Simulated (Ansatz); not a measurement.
A made-up structure of CH₃SSi (charge -1), closed shell:

C1  (-0.700, -1.063, 0.199)
Si2  (0.397, 0.382, 0.240)
S3  (-1.482, 0.556, -0.664)
H4  (-0.427, -1.708, -0.653)
H5  (-2.710, 1.134, -0.567)
H6  (0.642, 1.117, 1.523)
(Å)

It is relaxed with PBE-D4/def2-SVPD and then PBE0-D4/def2-TZVPD (Ansatz 0.2.0). Atoms count as bonded within 1.22 times the sum of their covalent radii (H–H: 0.88 Å). The end point is not checked to be a true minimum.

(1) Does its bonding change? (Judge from chemistry; the calculation decides.)

Answers

(1) Computed: Yes. Formed: none; broken: Si2–S3.

Where it ends: The first stage lowers the energy by 3.01 eV in 21 steps. It ends as CH₃SSi ([SiH][CH][SH]), total charge -1:
```csv
atom,x (Å),y (Å),z (Å)
C1,-0.5677,-0.4419,-0.1416
Si2,0.8621,-0.1818,0.8610
S3,-1.6595,0.7648,-0.8410
H4,-0.7675,-1.4433,-0.5290
H5,-2.8629,0.3783,-0.3510
H6,0.7154,1.3426,1.0792
```

Labels in which every atom is bracketed show which atoms are joined, not bond orders.

For scale, one of the runs: PBE0-D4/def2-TZVPD relaxation, 153 basis functions, launched by `ansatz run in.yaml --threads 2 --pin off --events-out ev --progress --plain --max-ram 4352MiB`. The run took about 33 s on 2 CPU threads of an Arm Neoverse V1 (shared host).
